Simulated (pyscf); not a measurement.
PySCF, gas phase, ωB97X-D3(BJ)/def2-SVP geometries. Correlated levels are frozen-core, on RHF or UHF. ΔMP2 is the change of the MP2 total energy from the triple- to the quadruple-zeta basis.

Question: For C⁻≡N⁺–CH₃ → acetonitrile (H₃C–C≡N), a group migration (singlet surface; C–N broken, C–C formed), PBE/def2-TZVP gives ΔE‡ = 38.6 kcal/mol and ΔE = -24.9 kcal/mol (zero: the reactant's lowest minimum found). In which direction and how far do B3LYP-D3(BJ)/def2-TZVP, PBE0-D3(BJ)/def2-TZVP, CCSD(T)/def2-TZVPP + ΔMP2(QZVPP) move these?

Answer: B3LYP-D3(BJ): ΔE‡ = 41.1 kcal/mol, ΔE = -23.4 kcal/mol; PBE0-D3(BJ): ΔE‡ = 40.3 kcal/mol, ΔE = -24.0 kcal/mol; CCSD(T): ΔE‡ = 40.0 kcal/mol, ΔE = -24.2 kcal/mol. PBE's barrier lies under all of them, by 1.4 to 2.6 kcal/mol. Its reaction energy lies under all of them, by 0.8 to 1.6 kcal/mol. This is the saddle that the search found; another between the same sides may lie lower. The CCSD(T) − MP2 part came from Ansatz, without density fitting, on the same reference.
